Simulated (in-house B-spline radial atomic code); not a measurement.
Results of a calculation; reference values are marked as such.
## Stopping and range of 80 keV F in Si

The pair potential comes from two frozen, spherical free-atom densities (PBE, B-spline radial code, scalar-relativistic past argon): electrostatics plus the change in Thomas-Fermi kinetic and Dirac exchange energy where they overlap, the recipe behind the universal ZBL potential, which averages such potentials (from solid-state densities) over many pairs. It is written V = (Z1 Z2 e²/r) φ(r/a), with e² = 14.3996 eV·Å and a = 0.46850 Å/(Z1^0.23 + Z2^0.23); ZBL's fit is φ = 0.18175 e^(−3.1998x) + 0.50986 e^(−0.94229x) + 0.28022 e^(−0.4029x) + 0.02817 e^(−0.20162x). Where φ falls below 4e-4 it is continued as an exponential.

The target is taken as amorphous, with density 2.329 g/cm³ (NSM archive of the Ioffe Institute); channelling is ignored. Masses: F 19.0, Si 28.09 u. Nuclear stopping is S_n = 4π a Z1 Z2 e² M1/(M1 + M2) × s_n(ε), with s_n integrated over impact parameters for each pair. Electronic stopping is Lindhard and Scharff's S_e = Z1^(1/6) 8π e² a0 Z1 Z2/(Z1^(2/3) + Z2^(2/3))^(3/2) × v/v0, with a0 = 0.529177 Å and v = v0 at 24.801 keV/u; it misses the oscillations with Z1 seen in experiment, which reach tens of per cent. Compounds add by atom fraction.

| target atom | a (Å) | ε at this energy | s_n, this pair | s_n, ZBL potential |
| --- | --- | --- | --- | --- |
| Si | 0.13415 | 3.528 | 0.2242 | 0.209 |

**Question.** What are the atom density and the stopping powers at entry?

**Answer.** N = 2.329 × 0.602214/28.09 = 0.04993 atoms/Å³. For Si: S_n = 1234 × 0.2242 = 276.7 eV·Å², S_e = 1.5712 × √80000 = 444.4 eV·Å². Averaged over the target's atoms and times N × 10 Å/nm, the ion loses N S_n = 138 eV/nm to recoils and N S_e = 222 eV/nm to electrons; the nuclear share is 38 %.

Along the track:

```
E (keV)  N S_n (eV/nm)  N S_e (eV/nm)
      4            232           49.6
     12            233           85.9
     24            208            122
     40            181            157
     60            156            192
     80            138            222
```

**Question.** Estimate the path length and the projected range.

**Answer.** With continuous slowing down the path is the integral of dE/(N (S_n + S_e)). Trapezoids over the table give 227 nm, and the stretch below the first row, with stopping taken as √E, adds 2E/(N S) = 28 nm: 255 nm in all, against 246 nm on a fine grid from 5 eV. Deflections shorten the depth: to first order in the energy passed on, N (S_n + S_e) dR_p/dE = 1 − N S_n (M2/M1) R_p/(2E), summed over the target's atoms, and integrating this on the fine grid gives R_p = 170 nm, 0.69 of the path. Lindhard's rule of thumb R/(1 + M2/3M1), with mean M2/M1 = 1.48, gives 165 nm. On the ZBL potential the same equation gives 180 nm, and the full integral equation, which keeps hard collisions, 189 nm.
